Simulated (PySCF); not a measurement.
Relaxation of singlet PO₃⁻

All numbers come from B3LYP/[P def2-SVPD, O def2-SVPD], no relativity, density fitting, PySCF. A (50,194) grid was used.

A hand-made T-shaped start, of C2v symmetry, held to at least that symmetry:

```xyz
4
charge -1 multiplicity 1, angstrom
P     0.0000    0.0000   -0.3446
O     0.0000    0.0000    1.2454
O     1.5890    0.0000   -0.2891
O    -1.5890    0.0000   -0.2891
```

(1) What forces act on the atoms at the start (eV/Å)?

(2) What does it relax to?

(3) How much energy is released, and in how many steps?

## Answers

(1) 
```tsv
atom	Fx	Fy	Fz
P1	0.00	0.00	10.11
O2	0.00	0.00	1.09
O3	-0.30	0.00	-5.60
O4	0.30	0.00	-5.60
```

(2) It ends at D3h with P–O 1.512 Å (×3); O–P–O 120.0° (×3). A frequency run shows a minimum. Other isomers or separated fragments may lie lower.

(3) 498.7 kJ/mol in 6 steps.
